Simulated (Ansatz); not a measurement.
NH₄F, closed shell: a pair in one relaxed arrangement.

in.yaml

```yaml
crystal:
  periodic: [false, false, false]
  atoms:
    - {symbol: N, position_ang: [-0.006448, 0.046970, -0.526181]}
    - {symbol: H, position_ang: [0.438488, 0.907430, -0.822067]}
    - {symbol: H, position_ang: [0.483780, -0.721366, -0.968041]}
    - {symbol: H, position_ang: [-0.954993, 0.052424, -0.881345]}
    - {symbol: F, position_ang: [0.025363, -0.185333, 2.076849]}
    - {symbol: H, position_ang: [0.013710, -0.100125, 1.120786]}
basis:
  gaussian: {orbitals: 6-31G}
hamiltonian: {xc: {name: B3LYP}, dispersion: d4}
```

Launched with

```bash
ansatz run in.yaml --threads 2 --pin off --events-out ev --progress --plain --max-ram 5222MiB
```

Output of Ansatz 0.2.0:

```
Functional definition: B3LYP
  name "B3LYP"
  cite "Stephens, Devlin, Chabalowski & Frisch, J. Phys. Chem. 98, 11623 (1994) doi:10.1021/j100096a001"
  cite "Becke, Phys. Rev. A 38, 3098 (1988) doi:10.1103/PhysRevA.38.3098"
  cite "Lee, Yang & Parr, Phys. Rev. B 37, 785 (1988) doi:10.1103/PhysRevB.37.785"
  cite "Vosko, Wilk & Nusair, Can. J. Phys. 58, 1200 (1980) doi:10.1139/p80-159"
  parameter a0 = 0.2
  parameter ax = 0.72
  parameter ac = 0.81
  exchange = (1 - a0 - ax)*slater_x + ax*b88_x + a0*exact_x
  correlation = (1 - ac)*vwn_rpa_c + ac*lyp_c
335 factors; integrals over basis functions are off by at most 2.7e-4 eV
mean field evaluation 1: about -4266.0838 eV, gradient 5.4e1 eV
mean field evaluation 2: about -4263.1543 eV, gradient 6.6e1 eV
mean field evaluation 4: about -4271.2075 eV, gradient 1.9e0 eV
mean field evaluation 8: about -4271.2042 eV, gradient 1.9e-2 eV
mean field -4271.20421727 eV, -156.9638598584 hartree, gradient 4.7e-5 eV, S^2 0.000000; 0 other end points of the search recorded, 0 dependent functions left out
reference -4271.20434787 eV, -156.9638646578 hartree; 10, 10 occupied and 16, 16 virtual orbitals, 335 factors
Total energy: -4271.25273587 eV, -156.9656428842 hartree
```

The lines “mean field evaluation” count trial sets of orbitals through the whole run, from several starts and some on an approximate energy, so they need not fall steadily or lie above the final value.

Hardware: 2 CPU threads of an Intel Xeon Platinum 8488C, shared host. Wall time about 0.2 s.
